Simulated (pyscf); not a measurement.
F–GeH₃ (SMILES [F][GeH3]) + H₂ (SMILES [H][H]) → F–GeH: (SMILES [F][GeH]) [singlet] + H₂ (SMILES [H][H]) + H₂ (SMILES [H][H]), a multi-bond step (singlet surface; Ge–H, Ge–H, H–H broken, H–H, H–H formed). Optimised with ωB97X-D3(BJ)/def2-SVP in PySCF. Energies in eV from the separated reactants.

Small-basis levels: PySCF, no dispersion term, spherical d functions. AM1 to PM7: differences of heats of formation from MOPAC, which are fitted to 298 K values and so differ in kind from electronic energies by zero-point and thermal terms. 

| level | barrier | reaction energy |
|---|---|---|
| HF/STO-3G | 6.68 | +2.91 |
| SVWN5/6-31G*+LANL2DZ | 2.01 | +1.49 |
| PBE/6-31G*+LANL2DZ | 2.47 | +1.25 |
| B3LYP/STO-3G | 4.99 | +2.73 |
| B3LYP/LANL2DZ | [?] | +1.21 |
| B3LYP/6-31G*+LANL2DZ | 2.96 | +1.23 |
| M06-2X/6-31G*+LANL2DZ | 3.13 | +1.36 |
| B3LYP/6-311+G**+LANL2DZ | [?] | +1.32 |
| B3LYP/def2-SVP | 2.67 | +1.27 |
| AM1 | 3.52 | +0.89 |
| PM3 | 2.69 | +1.46 |
| PM6 | 2.90 | +0.03 |
| ωB97M-D3(BJ)/def2-TZVP | [?] | +1.27 |

Task: Fill in the missing entries.

Result: 
- B3LYP/LANL2DZ, barrier: 2.88
- B3LYP/6-311+G**+LANL2DZ, barrier: 2.93
- ωB97M-D3(BJ)/def2-TZVP, barrier: 2.85

Against the last row the barrier runs from -0.84 (SVWN5/6-31G*+LANL2DZ) to +3.83 eV (HF/STO-3G). ωB97M-D3(BJ)/def2-TZVP has limits of its own. The same reactants have a lower exit, to GeH₄ + HF (barrier +2.04 eV at ωB97M-D3(BJ)/def2-TZVP, against +2.85 eV here). This is the saddle that the search found; another between the same sides may lie lower. In the def2 sets elements up to Kr have no core potential.
